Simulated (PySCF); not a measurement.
# HNO (nitroxyl) at MP2/STO-6G

Aim: the vertical singlet–triplet gap of HNO (nitroxyl) at MP2/STO-6G, from 2 runs. Input form: a Python script.

Program for the calculation: PySCF 2.14.0.

11 further runs of the same task are left out: 11 set aside as unsound or not needed.

## 1. The structure to begin with

HNO: 3 atoms, total charge 0, spin state singlet. As SMILES, `N=O`. The shape is that of a GFN2-xTB optimisation.

Bond lengths: N1–O2 1.201 Å, N1–H3 1.062 Å. Angles: O2–N1–H3 112.4°.

## 2. A single-point energy at MP2/STO-6G

Input file start.xyz:

```xyz
3

N     -0.275940     0.297220    -0.114780
O      0.768580     0.418030     0.466150
H     -0.492640    -0.715240    -0.351380
```

Input file run.py:

```python
from pyscf import gto, mp

molecule = gto.M(
    atom='start.xyz',
    max_memory=1860,
    verbose=3,
    spin=0,
    basis='sto-6g',
)

mf = molecule.RHF()
mf.conv_tol = 1e-10
mf.kernel()
if not mf.converged:
    mf = mf.newton().run(mf.mo_coeff, mf.mo_occ)

pt = mp.MP2(mf, frozen=2).run()
e_final = pt.e_tot
print('E(%s) = %.9f' % ('MP2', e_final))
```

Started as:

```sh
$ OMP_NUM_THREADS=1 python run.py
```

Output:

```text
converged SCF energy = -129.295721134749
E(RMP2) = -129.416662013023  E_corr = -0.12094087827357
E(SCS-RMP2) = -129.421481712442  E_corr = -0.125760577692393
E(MP2) = -129.416662013
```

Run time: 0.66 s. Hardware: 1 thread of Arm Neoverse V2, shared host; peak memory 0.12 GiB.

## 3. The triplet, same level

Input file mol.xyz:

```xyz
3
HNO
N     -0.275940     0.297220    -0.114780
O      0.768580     0.418030     0.466150
H     -0.492640    -0.715240    -0.351380
```

Input file input.py:

```python
from pyscf import gto, mp

system = gto.Mole()
system.atom = 'mol.xyz'
system.basis = 'sto-6g'
system.spin = 2
system.max_memory = 1860
system.verbose = 3
system.build()

myscf = system.UHF()
myscf.conv_tol = 1e-10
myscf.kernel()
if not myscf.converged:
    myscf = myscf.newton().run(myscf.mo_coeff, myscf.mo_occ)

pt = mp.MP2(myscf, frozen=2).run()
e_final = pt.e_tot
print(f'total energy: {e_final:.8f} hartree')
```

Started as:

```sh
$ OMP_NUM_THREADS=1 python input.py
```

Output:

```text
WARN: HOMO -0.011264235280408 >= LUMO -0.146830798033047

converged SCF energy = -129.306162880788  <S^2> = 2.0055632  2S+1 = 3.0037065
E(UMP2) = -129.375067816376  E_corr = -0.0689049355879581
E(SCS-UMP2) = -129.370584542336  E_corr = -0.0644216615482877
total energy: -129.37506782 hartree
```

It took 0.67 s on 1 thread of Arm Neoverse V2, shared host; peak memory 0.12 GiB.

## 4. Summary of results

Level: MP2/STO-6G, 2 core orbitals frozen.

```
                                                           quantity          value
                                              singlet: total energy  -129.41666 Eh
                      singlet: dipole moment (Hartree–Fock density)         1.51 D
                       singlet: HOMO energy (Hartree–Fock orbitals)       -9.00 eV
                       singlet: LUMO energy (Hartree–Fock orbitals)        5.98 eV
                     singlet: HOMO–LUMO gap (Hartree–Fock orbitals)       14.98 eV
               singlet: correlation energy (2 core orbitals frozen)     -120.9 mEh
                                              triplet: total energy  -129.37507 Eh
                      triplet: dipole moment (Hartree–Fock density)         1.60 D
triplet: HOMO energy (Hartree–Fock orbitals) (highest over α and β)       -9.14 eV
 triplet: LUMO energy (Hartree–Fock orbitals) (lowest over α and β)        6.91 eV
               triplet: correlation energy (2 core orbitals frozen)      -68.9 mEh
                         triplet: ⟨S²⟩ of the reference determinant          2.006
                   vertical energy of the triplet above the singlet       1.132 eV
```

What this shows: At this shape the triplet lies 1.13 eV (26 kcal/mol) above the singlet. In a minimal basis such a difference can be off by several eV, whatever the method. Mulliken charges (triplet) of the mean-field density run from -0.16 on N1 to +0.19 on H3; they depend strongly on the basis.
